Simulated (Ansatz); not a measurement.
Process, species as SMILES: C=CF → C=[C-]F + H+
B3LYP-D3(BJ)/def2-TZVP geometries, fixed; electronic energies without zero-point terms.
Largest species:
```xyz
6

C      0.0048     0.4339    -0.0020
C      1.1838    -0.1536     0.0049
F     -1.1460    -0.2672    -0.0028
H     -0.1758     1.5010    -0.0077
H      1.2800    -1.2303     0.0104
H      2.0778     0.4520     0.0052
```
Charge 0, spin multiplicity 1.

Basis-set convergence of the deprotonation energy at HF with Ansatz (a quantum-chemistry and plane-wave program). Cartesian d functions, on some or all atoms, in 6-31G**, 6-31+G*; all else is spherical. The proton leaves the site shown, which need not be the most acidic. No added dispersion term, no relativity. Functions are those of the species that has most. Reference: the value in aug-pcseg-3, 405.79 kcal/mol, itself unsure by roughly 0.14 kcal/mol (its mean distance from aug-cc-pVQZ, def2-QZVPPD).

| basis | functions | deprotonation energy (kcal/mol) |
|---|---|---|
| pcseg-0 | 33 | 402.78 |
| def2-SV(P) | 48 | 410.70 |
| cc-pVDZ | 57 | … |
| pcseg-1 | 57 | … |
| 6-31G** | 60 | … |
| 6-31+G* | 63 | 401.49 |
| def2-SVPD | 87 | … |
| 6-311++G(2d,2p) | 111 | 404.54 |
| pcseg-2 | 132 | 406.43 |
| def2-TZVPPD | 165 | 405.90 |
| aug-pcseg-2 | 207 | 405.63 |
| def2-QZVPPD | 291 | 405.80 |
| aug-cc-pVQZ | 378 | 405.51 |

**Question.** Complete the blanks.

**Answer.** 
- cc-pVDZ, deprotonation energy (kcal/mol): 412.49
- pcseg-1, deprotonation energy (kcal/mol): 406.35
- 6-31G**, deprotonation energy (kcal/mol): 419.28
- def2-SVPD, deprotonation energy (kcal/mol): 406.10
